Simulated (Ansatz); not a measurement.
in.yaml

```yaml
crystal:
  periodic: [false, false, false]
  atoms:
    - {symbol: O, position_ang: [-0.916555, -0.231644, 0.000000]}
    - {symbol: H, position_ang: [-1.165864, 0.694932, 0.000000]}
    - {symbol: H, position_ang: [0.042974, -0.231644, 0.000000]}
    - {symbol: S, position_ang: [2.039445, -0.231644, 0.000000]}
basis:
  gaussian: {orbitals: cc-pVTZ}
magnetization: {spin_polarized: true, initial_magnetization: 2}
correlation: {method: ccsdt_q, electrons: outside_noble_gas}
```

```sh
$ ansatz run in.yaml --threads 2 --pin off --events-out ev --progress --plain --max-ram 16896MiB --backend cuda --devices 0, --max-vram 18GiB
```

Q: Roughly how long does this take on 2 threads of AMD EPYC 7R13 with a shared H100 80 GB, shared host, and how much host memory?

A: 26 s wall and 1.1 GiB.

```
1108 factors; integrals over basis functions are off by at most 2.4e-7 eV
mean field evaluation 1: about -12883.2855 eV, gradient 2.6e1 eV
mean field evaluation 2: about -12883.2884 eV, gradient 2.6e1 eV
mean field evaluation 4: about -12886.0475 eV, gradient 2.0e0 eV
mean field evaluation 8: about -12886.0916 eV, gradient 3.7e-2 eV
mean field evaluation 16: about -12883.2844 eV, gradient 2.6e1 eV
mean field evaluation 32: about -12886.0916 eV, gradient 8.6e-3 eV
mean field evaluation 64: about -12885.9783 eV, gradient 7.4e-1 eV
mean field evaluation 96: about -12885.9964 eV, gradient 4.5e-3 eV
mean field evaluation 128: about -12886.0524 eV, gradient 2.0e0 eV
mean field evaluation 160: about -12886.0909 eV, gradient 3.0e-1 eV
...
cycle  17  -11.59077359 eV  change   -1.9e-4 eV  update   1.9e-4
cycle  18  -11.59079360 eV  change   -2.0e-5 eV  update   1.2e-4
cycle  19  -11.59077305 eV  change    2.1e-5 eV  update   7.9e-5
cycle  20  -11.59075672 eV  change    1.6e-5 eV  update   4.5e-5
cycle  21  -11.59075688 eV  change   -1.6e-7 eV  update   2.3e-5
cycle  22  -11.59075782 eV  change   -9.4e-7 eV  update   1.1e-5
cycle  23  -11.59076040 eV  change   -2.6e-6 eV  update   6.2e-6
cycle  24  -11.59076299 eV  change   -2.6e-6 eV  update   3.5e-6
cycle  25  -11.59076268 eV  change    3.1e-7 eV  update   1.8e-6
cycle  26  -11.59076280 eV  change   -1.1e-7 eV  update   1.2e-6
perturbative correction -0.01479219 eV, -0.0005436028 hartree
Total energy: -12897.69719421 eV, -473.9816295142 hartree
```
